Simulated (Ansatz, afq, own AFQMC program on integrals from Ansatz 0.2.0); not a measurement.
Where AFQMC and coupled cluster stand for NHO, triplet

| atom | x (Å) | y (Å) | z (Å) |
| --- | --- | --- | --- |
| N | 0.0000 | -0.0907 | 0.6000 |
| O | 0.0000 | 0.0368 | -0.6063 |
| H | 0.0000 | 0.6754 | 1.2858 |

Connectivity, by distances: NH–O.

Basis cc-pVDZ. Only valence electrons are correlated. AFQMC by an in-house program on the Cholesky factors that Ansatz 0.2.0 writes for its CCSD(T) run. The CISD trial takes its coefficients from CCSD amplitudes. Released means that phaseless walkers are propagated on without the constraint, phases kept. Uncertainties: one standard error, sampling alone.

Determinant: UHF, the one that the program's search chose, which needn't be the lowest solution. The geometry is a point of a scan.

No full CI on the walks' own integrals is used here; CCSDT(Q) serves as the reference and is uncertain by about the last step of the cluster series.

Cautions: lower spins were not checked.

- T1 diagnostic: 0.0278
- weight of the determinant in the CISD state: 0.889
- ⟨S²⟩ of the determinant: 2.027
- size of the correlated space: 12 electrons in 31 orbitals

Reference: CCSDT(Q), correlation energy -9.317 eV. The released energy is read at 2.40 1/Eh (meV from the phaseless value at times in 1/Eh: 16 ± 22 at 0.24, 18 ± 18 at 0.51, 3 ± 18 at 0.99, 43 ± 17 at 1.62, 36 ± 27 at 2.40).

```tsv
level	E − E(reference) (kcal/mol)	share of correlation (%)
HF	214.86	0.00
MP2	17.57	91.82
CCSD	6.80	96.83
CCSD(T)	1.12	99.48
CCSDT	0.81	99.62
ph-AFQMC/HF	3.22 ± 1.56	98.50
ph-AFQMC/CISD	-0.23 ± 0.41	100.11
released AFQMC	0.59 ± 0.61	99.72
```

A walk keeps the symmetry of its determinant, which the program's search chose and which needn't be the lowest solution, so a lower state of the same spin and another symmetry isn't excluded. Released energies are given only where the last usable release times agree within the noise; a slower fall can still hide under it.
